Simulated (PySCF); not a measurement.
**The bond of F₂+, level by level**

What are the lowest state that PBE0 finds, the bond length, vibrational wavenumber and bond energy of F₂+, and how much do these hang on the method?

Method: F jorge-DZP-DKH, spin-free X2C with a Gaussian nucleus; program: PySCF 2.14.0.

## 1. Input

A driver script around PySCF takes these settings:

```json
{"atoms": "F, F", "charge": "1", "basis": "F jorge-DZP-DKH", "Hamiltonian": "spin-free X2C with a Gaussian nucleus", "basis functions": "30", "electrons treated": "17", "masses in u": "18.9984, 18.9984", "levels": "PBE0, PBE, r²SCAN, M06, LDA, PW91, ωB97X, HF, MP2, SCS-MP2, CCSD, CCSD(T)", "grid": "80 radial by 434 angular points", "occupations": "held fixed by the projection of orbital angular momentum", "dissociation limit": "F+ + F, each in its ground configuration", "starting distance in angstrom": "1.330", "values of 2S to try": "1, 3"}
```

Run with:

```
> OMP_NUM_THREADS=1 python dia.py task.json out
```

After this run come: First curve: PBE0; Other states along the same grid; PBE (GGA); r²SCAN (meta-GGA); M06; LDA; PW91 (GGA); ωB97X; UHF (mean field); MP2 and coupled cluster.

Before running it: what results should come out? Wanted: for each run, Re; ωe; De.

The runs gave:

Lowest PBE0 solution found, without spin–orbit coupling: ²Πg (doublet), unpaired electrons π ↑. State 2 has its PBE0 minimum 1.57 eV higher. The other levels ran on the lowest alone.

| level | Re (Å) | ωe (cm⁻¹) | De (eV) |
| --- | --- | --- | --- |
| UHF | 1.217 | 1517 | -1.60 |
| UHF-MP2 | 1.438 | 540 | 3.01 |
| UHF-SCS-MP2 | 1.404 | 673 | 2.58 |
| UHF-CCSD | 1.319 | 1083 | 2.12 |
| UHF-CCSD(T) | 1.343 | 984 | 2.41 |
| LDA | 1.307 | 1160 | n/a |
| PBE | 1.333 | 1088 | 4.57 |
| PW91 | 1.333 | 1091 | 4.59 |
| r²SCAN | 1.313 | 1149 | 3.60 |
| PBE0 | 1.286 | 1231 | 3.15 |
| M06 | 1.281 | 1222 | 2.96 |
| ωB97X | 1.284 | 1247 | 3.22 |

De is counted to F+ + F in their ground configurations.

Differences from CCSD(T) in the same basis:

| level | Re (mÅ) | ωe (%) |
| --- | --- | --- |
| UHF | -126 | +54.1 |
| UHF-MP2 | +95 | -45.1 |
| UHF-SCS-MP2 | +61 | -31.6 |
| UHF-CCSD | -24 | +10.1 |
| LDA | -36 | +17.8 |
| PBE | -10 | +10.5 |
| PW91 | -10 | +10.8 |
| r²SCAN | -30 | +16.7 |
| PBE0 | -57 | +25.1 |
| M06 | -62 | +24.1 |
| ωB97X | -59 | +26.7 |

Judged by CCSD(T) in the same basis: best bond length PBE and PW91 (-10 mÅ), worst UHF (-126 mÅ); best wavenumber UHF-CCSD (+10.1 %), worst UHF (+54.1 %). Hartree–Fock makes the bond too short and too stiff against this reference, as it mostly does. CCSD(T) in a basis this small is itself some way from its limit, more so than the functionals. Of the levels with a De here, UHF gives the least (-1.60 eV) and PW91 the most (4.59 eV).

Correlated steps freeze 2 core orbitals. A negative De means that the minimum lies above the separated atoms at that level. At some levels the lowest empty orbital lies below the highest filled one (the two can be of opposite spin).
